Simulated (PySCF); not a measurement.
**How methods differ on the electron affinity of P**

P⁻ [Ne] 3s2 3p4 (3P) → P [Ne] 3s2 3p3 (4S), as a difference of total energies. All numbers are calculated (PySCF 2.14, the non-relativistic Hamiltonian (point nucleus), in dyall-av2z (13s9p2d, 50 functions)). Correlated levels: valence: [Ne] frozen; virtual orbitals above 40 to 60 times the deepest correlated orbital energy dropped. The calculations carry no spin-orbit coupling.

```csv
method,electron affinity (eV)
UHF,-0.352
LDA,1.026
PBE,0.869
PBE0,0.774
r2SCAN,0.775
PBEsol,0.843
wB97X-V,0.832
B3LYP,0.950
PW91,0.919
MP2 (valence),0.286
SCS-MP2 (valence),0.323
```

A first-order spin-orbit estimate (lowest level to lowest level, LS coupling) adds 0.012 eV.

Errors of the correlated levels include the incompleteness of this basis and the frozen core.

A negative affinity means that the anion lies above the atom at that level of theory.

In the anion the highest occupied orbital energy is positive at LDA, PBE, PBE0, r2SCAN, PBEsol, B3LYP, PW91, a self-interaction effect; the basis confines that electron, and the energy difference can still be sensible.

For comparison: 0.747 eV (measured; photodetachment measurements, as compiled on the Wikipedia data page of electron affinities).
